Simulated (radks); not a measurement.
# C⁴⁺ in 1s1.5 2s0.5: an all-electron calculation

Wanted: eigenvalues, radial structure and energy terms of the carbon ion C4+.

Program: radks (a radial shooting solver on a logarithmic mesh, Libxc functionals) version 1. Level of theory: scalar-relativistic Kohn-Sham, PBE, spin-unpolarised, spherical densities, point nucleus. These are calculated values, not measurements, unless marked.

## (1) What is computed

| Item | Value |
| --- | --- |
| element | carbon (Z = 6) |
| charge | +4 |
| electrons | 2 |
| configuration | 1s1.5 2s0.5 |

## (2) Self-consistent calculation

Input:

```text
Z 6
configuration 1s1.5 2s0.5
relativity scalar-relativistic
functional pbe,pbe
spin unpolarised
nucleus point
c 137.035999084
```

What does the calculation give?

The runs gave:

| quantity | value |
| --- | --- |
| total energy | -26.89961 hartree |
| exchange-correlation share of it | 10.00 % |
| −T/E | 0.9996 |
| highest occupied level | 2s, -77.410 eV |
| most extended occupied level | 2s, <r> = 1.16 bohr |
| radius at density 0.001 e/bohr³ | 2.12 bohr |
| maxima of the radial density | 2 |

What this shows: 2 principal shells are occupied and 2 maxima appear in the radial density. This is not the tabulated ground configuration, so its levels and sizes aren't those of the ground state, and no measured value stands beside it.
